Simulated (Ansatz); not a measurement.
BH3SSi, SMILES B1[SiH2]S1, a rigid scan of one bond length

Program: the Ansatz DFT code, driven from Python.

`run_scan.py`
```python
import ansatz
from ase import Atoms
import matplotlib.pyplot as plt
import numpy as np

BASIS = 'def2-SVP'
FUNCTIONAL = 'R2SCAN0'


def main() -> None:
    atoms = Atoms(['B', 'Si', 'S', 'H', 'H', 'H'], positions=[
        (-0.8121, -0.9086, -0.1365),
        (0.4305, 0.6222, 0.1994),
        (0.9501, -1.2887, 0.3625),
        (-1.6596, -1.0858, -0.9124),
        (0.921, 1.2728, -1.0414),
        (0.2122, 1.324, 1.4821),
    ])
    molecule = ansatz.Crystal.molecule_from_ase(atoms)

    symbols = [site.symbol for site in molecule.cartesian_sites]
    start = np.array([site.position_ang for site in molecule.cartesian_sites])
    axis = (start[3] - start[0]) / np.linalg.norm(start[3] - start[0])
    moving = [3]
    lengths, energies = [0.99, 1.07, 1.16, 1.28, 1.45, 1.74, 2.09, 2.56], []
    for length in lengths:
        xyz = start.copy()
        xyz[moving] += (length - np.linalg.norm(start[3] - start[0])) * axis
        point = ansatz.Crystal.molecule()
        for symbol, place in zip(symbols, xyz):
            point = point.atom(symbol, place.tolist())
        setup = point.calculation()
        setup = setup.basis(gaussian=BASIS)
        setup = setup.functional(FUNCTIONAL).spin('collinear')
        summary = setup.run().report
        energies.append(summary['free_energy_ev'])
        print(f'r = {length:6.3f} A  E = {energies[-1]:.5f} eV  <S^2> = {abs(summary["mean_field"]["state"]["spin_squared"]):.3f}')

    print('energy above the lowest point (eV):', [round(e - min(energies), 3) for e in energies])
    plt.figure(figsize=(4.5, 3))
    plt.plot(lengths, np.array(energies) - min(energies), 'o-')
    plt.xlabel('bond length (A)')
    plt.ylabel('E - E(min) (eV)')
    plt.tight_layout()
    plt.savefig('scan.png', dpi=100)


if __name__ == '__main__':
    main()
```

Output of `python run_scan.py`:
```text
r =  0.990 A  E = -19427.76011 eV  <S^2> = 0.000
r =  1.070 A  E = -19428.26940 eV  <S^2> = 0.000
r =  1.160 A  E = -19428.48927 eV  <S^2> = 0.000
r =  1.280 A  E = -19428.41429 eV  <S^2> = 0.000
r =  1.450 A  E = -19427.92082 eV  <S^2> = 0.000
r =  1.740 A  E = -19426.73351 eV  <S^2> = 0.000
r =  2.090 A  E = -19425.47562 eV  <S^2> = 0.409
r =  2.560 A  E = -19424.78733 eV  <S^2> = 0.799
energy above the lowest point (eV): [0.729, 0.22, 0.0, 0.075, 0.568, 1.756, 3.014, 3.702]
```

Total energies depend on the basis set; only differences at equal settings carry meaning. The rest of the molecule is held rigid at a force-field or estimated start geometry, and the basis set is modest; single-reference methods fail as a bond breaks. The expectation value of S² is noticeably off S(S+1) in at least one run, so that state is spin-contaminated. The whole script took 30 s on 1 thread of Intel(R) Xeon(R) Processor @ 2.30GHz, on a shared host, peak memory 0.35 GiB.
